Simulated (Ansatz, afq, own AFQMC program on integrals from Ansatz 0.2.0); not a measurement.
**Ru, septet: AFQMC among the cluster methods**

A free Ru atom.

Basis def2-SVP with its core potentials. Only valence electrons are correlated. AFQMC by an in-house program on the Cholesky factors that Ansatz 0.2.0 writes for its CCSD(T) run. The CISD trial takes its coefficients from CCSD amplitudes. Released means that phaseless walkers are propagated on without the constraint, phases kept. ± is one standard error of the sampling. No spin–orbit coupling. The metal's outer-core s and p shells are frozen, which shifts wave-function levels against functionals.

Determinant: UHF, the one that the program's search chose, which needn't be the lowest solution.

No full CI on the walks' own integrals is used here; CCSDTQ serves as the reference and is uncertain by about the last step of the cluster series.

Cautions: no spin-orbit coupling; outer-core shells of the metal frozen; another spin lies lower (by 2.52 eV); released walk and highest rung disagree (by 58 meV at 4.20 1/Eh).

- T1 diagnostic: 0.0075
- weight of the determinant in the CISD state: 0.943
- ⟨S²⟩ of the determinant: 12.002
- size of the correlated space: 8 electrons in 27 orbitals

```tsv
level	correlation energy (eV)
MP2	-2.3277
CCSD	-2.5628
CCSD(T)	-2.6169
```

Question: Estimate where phaseless AFQMC with a CISD trial lies against CCSD(T) on the same integrals.

Answer: 0.0 ± 0.1 kJ/mol below CCSD(T). The gap is under twice the noise, so this walk alone can't tell the two apart.

Reference: CCSDTQ, correlation energy -2.683 eV. The released energy is read at 4.20 1/Eh (meV from the phaseless value at times in 1/Eh: -2.6 ± 1.7 at 0.60, -3.4 ± 1.8 at 1.20, -8 ± 3 at 2.00, -9.4 ± 1.7 at 3.00, -8 ± 3 at 4.20).

```csv
level,E − E(reference) (kJ/mol),share of correlation (%)
CCSD(T),6.4,97.54
CCSDT,0.7,99.74
CCSDT(Q),0.1,99.98
ph-AFQMC/CISD,6.3 ± 0.1,97.55
released AFQMC,5.6 ± 0.3,97.85
```

CCSDT and higher add their correlation energy to the determinant of the CCSD(T) run, since their own runs factorise the integrals more tightly (a shift of under 2 meV). A walk keeps the symmetry of its determinant, which the program's search chose and which needn't be the lowest solution, so a lower state of the same spin and another symmetry isn't excluded. Released energies are given only where the last usable release times agree within the noise; a slower fall can still hide under it.
